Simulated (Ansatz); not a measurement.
# CHAl (triplet): wave-function methods side by side, cc-pVDZ

One table from this session's results is given with a row withheld; the runs are named, their logs left out.

Computed with Ansatz 0.2.0, Gaussian basis. Level: cc-pVDZ, core rule «outside noble gas», up to 6 orbitals frozen.

To be run: UHF; CCSD(T) on ROHF; CCSD(T) on UHF; BCCD(T) on ROHF; CISD; CCSDT(Q) on ROHF; CCSDT(Q) on UHF; CASSCF and MRCISD+Q, 8 electrons in 9 orbitals; CASSCF and NEVPT2, 8 electrons in 9 orbitals.

14 further runs of the same task are left out: 1 for a known fault of the program, 2 that didn't finish, 11 set aside as unsound or not needed.

## What is computed

The geometry is a PBE0/def2-TZVP stationary point (not a proven minimum) of the parent state, kept for this charge and spin.

3 atoms, charge 0, spin multiplicity 3.

Atoms are counted from 1 here; the program's logs count them from 0.

Bond lengths: Al1–C2 1.850 Å, C2–H3 1.096 Å. Angles: Al1–C2–H3 134.6°.

Set-up of the first run:

Contents of in.yaml:

```yaml
crystal:
  periodic: [false, false, false]
  atoms:
    - {symbol: Al, position_ang: [0.000000, 0.033682, 0.621048]}
    - {symbol: C, position_ang: [0.000000, -0.124908, -1.222629]}
    - {symbol: H, position_ang: [0.000000, 0.586788, -2.055880]}
basis:
  gaussian: {orbitals: cc-pVDZ}
magnetization: {spin_polarized: true, initial_magnetization: 2}
hamiltonian: {xc: hf}
output: {orbitals: {seedname: orbitals}}
```

Run with:

```bash
$ ansatz run in.yaml --threads 1 --pin off --events-out ev --progress --plain --max-ram 2393MiB
```

Steps of the session up to this table: UHF; CCSD(T) on ROHF; CCSD(T) on UHF; BCCD(T) on ROHF; CISD; CCSDT(Q) on ROHF; CCSDT(Q) on UHF; CASSCF and MRCISD+Q, 8 electrons in 9 orbitals; CASSCF and NEVPT2, 8 electrons in 9 orbitals.

One of the session's tables, all rows but one given; the rest of the session is left out.

| method | from UCCSDT(Q) (kJ/mol) |
| --- | --- |
| ROHF | +463.5 |
| UHF | +435.7 |
| RMP2 | +107.7 |
| UMP2 | +111.3 |
| CISD | ? |
| RCCSD | +16.8 |
| UCCSD | +16.6 |
| RCCSD(T) | +4.5 |
| UCCSD(T) | +4.6 |
| BCCD(T) | +4.4 |
| RCCSDT | +0.9 |
| UCCSDT | +0.9 |
| RCCSDT(Q) | +0.1 |
| UCCSDT(Q) | 0 |
| CASSCF valence | +274.3 |
| NEVPT2 valence | +65.4 |
| MRCISD valence | +15.5 |
| MRCISD+Q valence | +1.8 |

**Question.** Estimate the row for CISD.

The run gave: from UCCSDT(Q) (kJ/mol): +48.0. In the column «from UCCSDT(Q) (kJ/mol)» it lies between RCCSD (+16.8) and NEVPT2 valence (+65.4).

Among the levels timed on like hardware and quicker than the yardstick, those that no quicker one beats, quickest first: CISD (1.1 s, +48.0 kJ/mol); RCCSD(T) (1.8 s, +4.5 kJ/mol); BCCD(T) (2 s, +4.4 kJ/mol); MRCISD+Q valence (5.5 s, +1.8 kJ/mol); RCCSDT(Q) (12 s, +0.1 kJ/mol).

Caveats from the session: Of the multireference levels listed MRCISD+Q valence comes nearest in total energy (+1.8 kJ/mol), which doesn't show that its space is the better one. Restricted and unrestricted rows rest on different reference determinants; where their highest levels disagree by more than a few hundredths of an eV, they describe different states and don't form one ladder.
